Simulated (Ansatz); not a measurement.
A first, cheap relaxation of `[SiH2][SiH3]` radical.

```yaml
crystal:
  periodic: [false, false, false]
  atoms:
    - {symbol: Si, position_ang: [-0.151800, -1.412300, -0.212500]}
    - {symbol: Si, position_ang: [0.343700, 0.855300, -0.072900]}
    - {symbol: H, position_ang: [-0.059700, -2.059800, 1.067400]}
    - {symbol: H, position_ang: [-1.531900, -1.541600, -0.681800]}
    - {symbol: H, position_ang: [0.193800, 1.508600, -1.414800]}
    - {symbol: H, position_ang: [-0.524000, 1.570800, 0.910100]}
    - {symbol: H, position_ang: [1.791100, 1.011000, 0.358900]}
basis:
  gaussian: {orbitals: def2-SVP}
magnetization: {spin_polarized: true, initial_magnetization: 1}
hamiltonian: {xc: pbe, dispersion: d4}
relax: {f_tol: 0.03, max_steps: 200}
```

```sh
$ ansatz run in.yaml --threads 2 --pin off --events-out ev --progress --plain
```

Shortened log:

```
Functional definition: PBE
mean field -15821.36306327 eV, -581.4243684702 hartree, gradient 5.7e-5 eV, S^2 0.752751; 0 other end points of the search recorded, 0 dependent functions left out
relax step   1: F+E_penalty+E_count = -15821.48718064 eV  Δ(F+E_penalty+E_count) = +0.000e0 eV  max|allowed force component| = 1.201e0 eV/Å  Δτ_max = 0.0000 Å  (25 SCF iters, accepted)
mean field -15821.44782951 eV, -581.4274835720 hartree, gradient 1.8e-5 eV, S^2 0.753161; 0 other end points of the search recorded, 0 dependent functions left out
relax step   2: F+E_penalty+E_count = -15821.57034481 eV  Δ(F+E_penalty+E_count) = -8.316e-2 eV  max|allowed force component| = 2.710e-1 eV/Å  Δτ_max = 0.1402 Å  (26 SCF iters, accepted)
mean field -15821.46285817 eV, -581.4280358649 hartree, gradient 7.3e-6 eV, S^2 0.753028; 0 other end points of the search recorded, 0 dependent functions left out
relax step   3: F+E_penalty+E_count = -15821.58566951 eV  Δ(F+E_penalty+E_count) = -1.532e-2 eV  max|allowed force component| = 5.846e-2 eV/Å  Δτ_max = 0.0614 Å  (27 SCF iters, accepted)
mean field -15821.46352192 eV, -581.4280602573 hartree, gradient 1.4e-5 eV, S^2 0.753026; 0 other end points of the search recorded, 0 dependent functions left out
relax step   4: F+E_penalty+E_count = -15821.58632019 eV  Δ(F+E_penalty+E_count) = -6.507e-4 eV  max|allowed force component| = 2.061e-2 eV/Å  Δτ_max = 0.0099 Å  (22 SCF iters, accepted)
mean field -15821.46352192 eV, -581.4280602573 hartree, gradient 1.4e-5 eV, S^2 0.753026; 1 other end points of the search recorded, 0 dependent functions left out
Total energy: -15821.58635385 eV, -581.4325742474 hartree
Atom 0 at    -0.199425    -1.379746    -0.195631 Å, force    -0.014531     0.019771     0.007875 eV/Å
Atom 1 at     0.367134     0.887853    -0.066428 Å, force    -0.020606    -0.004535     0.014061 eV/Å
Atom 2 at    -0.021834    -2.130596     1.100312 Å, force     0.001365    -0.002527    -0.012330 eV/Å
Atom 3 at    -1.582727    -1.625401    -0.745445 Å, force     0.016991    -0.008242     0.004309 eV/Å
Atom 4 at     0.197407     1.518083    -1.422426 Å, force     0.006113    -0.000948    -0.002388 eV/Å
Atom 5 at    -0.501167     1.634166     0.918240 Å, force     0.008986     0.001756    -0.007563 eV/Å
Atom 6 at     1.801811     1.027641     0.365778 Å, force     0.001683    -0.005274    -0.003964 eV/Å
Dipole moment:    -0.001926     0.011225     0.006677 e Å
```

Hardware: 2 threads of a server CPU on a shared host. Wall time 8 s, peak host memory 0.13 GiB.
